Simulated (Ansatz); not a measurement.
# BNH₃ radical: a ladder of functionals and wavefunction methods

One table from this session's results is given with a row withheld; the runs are named, their logs left out.

Computed with Ansatz 0.2.0, Gaussian basis. Level: functionals in def2-TZVPP, the program's frozen cores in correlated methods.

The runs, in order: LDA (SPW92), PBE-D4, revPBE-D4, BLYP-D4, r2SCAN-D4, B97M-V, PBE0-D4, B3LYP-D4, r2SCANh-D4, r2SCAN0-D4, HSE06-D4, BHLYP-D4, CAM-B3LYP-D4, LC-ωPBE, ωB97X-V, ωB97M-V, B2PLYP, PBE-QIDH; CCSD(T)/def2-SVP; CCSD(T)/def2-TZVPP; MP2/def2-QZVPP; extrapolation to the limit; RPA on PBE.

2 further runs of the same task are left out: 2 that didn't finish.

## The geometry

An earlier PBE0-D4 in a triple-zeta def2 set relaxation fixed the geometry.

SMILES `B[NH]`, 5 atoms, charge 0, spin multiplicity 2.

Atoms are counted from 1 here; the program's logs count them from 0.

Bond lengths: B1–N2 1.329 Å, B1–H3 1.210 Å, B1–H4 1.204 Å, N2–H5 0.999 Å. Angles: N2–B1–H3 118.8°, N2–B1–H4 121.2°, H3–B1–H4 120.0°, B1–N2–H5 163.9°.

Set-up of the first run:

in.yaml reads:

```yaml
crystal:
  periodic: [false, false, false]
  atoms:
    - {symbol: B, position_ang: [-0.310833, -0.370116, -0.091615]}
    - {symbol: N, position_ang: [0.531202, 0.655186, -0.019804]}
    - {symbol: H, position_ang: [-0.414804, -1.107420, 0.862531]}
    - {symbol: H, position_ang: [-0.964127, -0.573139, -1.081930]}
    - {symbol: H, position_ang: [1.208363, 1.321690, 0.289320]}
basis:
  gaussian: {orbitals: def2-TZVPP}
magnetization: {spin_polarized: true, initial_magnetization: 1}
hamiltonian: {xc: lda}
output: {orbitals: {seedname: orbitals}}
```

Steps of the session up to this table: LDA; PBE-D4 (GGA); revPBE-D4 (GGA); BLYP-D4 (GGA); r2SCAN-D4 (meta-GGA); B97M-V (meta-GGA); PBE0-D4 (hybrid); B3LYP-D4 (hybrid); r2SCANh-D4 (hybrid); r2SCAN0-D4 (hybrid); HSE06-D4 (hybrid); BHLYP-D4 (hybrid); CAM-B3LYP-D4 (range-separated); LC-ωPBE-D4 (range-separated; the results give it without D4); ωB97X-V (range-separated); ωB97M-V (range-separated); B2PLYP (double hybrid); PBE-QIDH (double hybrid).

One of the session's tables, all rows but one given; the rest of the session is left out.

It belongs to the step «Orbital energies across the functionals». 

```
  functional  HOMO (eV)  LUMO (eV)  gap (eV)
 LDA (SPW92)      -6.21      -4.86      1.35
      PBE-D4      -6.30      -4.47      1.83
   revPBE-D4          ?          ?         ?
     BLYP-D4      -6.20      -4.44      1.77
   r2SCAN-D4      -6.79      -3.83      2.96
      B97M-V      -6.66      -4.03      2.63
     PBE0-D4      -7.87      -3.10      4.77
    B3LYP-D4      -7.60      -3.55      4.05
  r2SCANh-D4      -7.36      -3.34      4.02
  r2SCAN0-D4      -8.21      -2.60      5.60
    HSE06-D4      -7.46      -3.50      3.96
    BHLYP-D4      -9.31      -1.70      7.61
CAM-B3LYP-D4      -9.29      -2.00      7.28
     LC-ωPBE     -10.69      -0.58     10.11
     ωB97X-V     -10.23      -0.94      9.29
     ωB97M-V     -10.01      -1.05      8.96
```

Q: Estimate the row for revPBE-D4 from the others.

As computed: HOMO (eV): -6.29; LUMO (eV): -4.37; gap (eV): 1.92. In the column «HOMO (eV)» it lies between PBE-D4 (-6.30) and LDA (SPW92) (-6.21).
